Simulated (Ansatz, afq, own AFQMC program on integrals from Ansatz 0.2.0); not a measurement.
Atomization energy of BO, doublet

```yaml
atoms:
  - { symbol: B, position_ang: [0.0000, 0.0000, 0.0000] }
  - { symbol: O, position_ang: [0.0000, 0.0000, 1.2006] }
```

Atoms in their ground-state spins without spin–orbit coupling (mostly on UHF) minus the molecule (UHF), without zero-point energy. The geometry is a stationary point, not shown to be a minimum.

Basis aug-cc-pVDZ. Noble-gas cores (and the filled d shells of Ga–Kr and In–Xe) are frozen. Ansatz 0.2.0 and our own AFQMC program on the same integrals; the CISD trial comes from CCSD amplitudes, and released means the phaseless constraint is let go. Free projection: walkers drawn from exp(T), propagated without any constraint. Its projection time is finite, and what remains of the start isn't in its error. Error bars are statistical, one sigma. The errors of all members are added in quadrature.

No full CI on the walks' own integrals is used here; CCSDT(Q) serves as the reference and is uncertain by about the last step of the cluster series. Each member takes its own surest rung, up to full CI.

The best estimate is CCSD(T) at the basis-set limit (CBS: def2-TZVPP and def2-QZVPP, with their diffuse functions for anions and beside diffuse sets, CCSD(T) itself extrapolated) plus the step from CCSD(T) to CCSDT(Q) in aug-cc-pVDZ. Rows without CBS are in aug-cc-pVDZ, the functionals in def2-TZVP; B2PLYP and the wave-function rows carry a basis error of their own. Core correlation and relativity beyond core potentials are missing, and ± holds the sampling alone.

Cautions: BO (doublet): unrestricted determinant slightly spin contaminated (⟨S²⟩ 0.80 against 0.75).

```csv
level,atomization energy (eV)
B3LYP,8.437
PBE,8.986
HF,5.581
```

Q: From these cheaper values, estimate the atomization energy at the level of the best estimate.

A: 8.419 eV (best estimate, highest rung CCSDT(Q)).

```json
{"level": "MP2", "atomization energy (eV)": "8.380", "error against the best estimate (eV)": "-0.039"}
{"level": "CCSD", "atomization energy (eV)": "7.409", "error against the best estimate (eV)": "-1.010"}
{"level": "CCSD(T)", "atomization energy (eV)": "7.610", "error against the best estimate (eV)": "-0.809"}
{"level": "ph-AFQMC/CISD", "atomization energy (eV)": "7.641 ± 0.005", "error against the best estimate (eV)": "-0.778 ± 0.005"}
{"level": "released AFQMC", "atomization energy (eV)": "7.644 ± 0.004", "error against the best estimate (eV)": "-0.775 ± 0.004"}
{"level": "free AFQMC", "atomization energy (eV)": "7.636 ± 0.012", "error against the best estimate (eV)": "-0.783 ± 0.012"}
{"level": "HF/CBS", "atomization energy (eV)": "5.831", "error against the best estimate (eV)": "-2.587"}
{"level": "MP2/CBS", "atomization energy (eV)": "9.070", "error against the best estimate (eV)": "0.652"}
{"level": "CCSD(T)/CBS", "atomization energy (eV)": "8.383", "error against the best estimate (eV)": "-0.035"}
{"level": "r2SCAN", "atomization energy (eV)": "8.722", "error against the best estimate (eV)": "0.303"}
{"level": "PBE0", "atomization energy (eV)": "8.466", "error against the best estimate (eV)": "0.047"}
{"level": "wB97M-V", "atomization energy (eV)": "8.419", "error against the best estimate (eV)": "0.001"}
{"level": "B2PLYP", "atomization energy (eV)": "8.508", "error against the best estimate (eV)": "0.089"}
{"level": "surest rungs in aug-cc-pVDZ", "atomization energy (eV)": "7.645", "error against the best estimate (eV)": "-0.774"}
```

Correlation beyond CCSD(T) adds 0.035 eV. Going to the basis-set limit adds 0.774 eV at CCSD(T). The perturbative (T) step is worth +0.201 eV. The functionals spread over 0.566 eV; wB97M-V and B3LYP come nearest and PBE is 0.567 eV too high.

Best estimates are given only where the step beyond CCSD(T) is under 0.3 eV and no member's determinant is very poor (T1 over 0.05, or 0.07 for open shells, ⟨S²⟩ too high by 0.3, two states mixed), so the hardest cases are missing from such tables.

The functionals ran in a triple-zeta set and keep a basis error of their own, a few kJ/mol for each bond in atomization energies and more for double hybrids, so close places among them and the extrapolated levels can swap.

Free projections are given only where their last times agree within the noise and don't stop above the reference; a slow remainder of the start can still hide under it. Each member of a difference takes its own highest rung, so a best estimate needn't equal the limit plus the step of one row. A walk keeps the symmetry of its determinant, which the program's search chose and which needn't be the lowest solution, so a lower state of the same spin and another symmetry isn't excluded. Released energies are given only where the last usable release times agree within the noise; a slower fall can still hide under it.
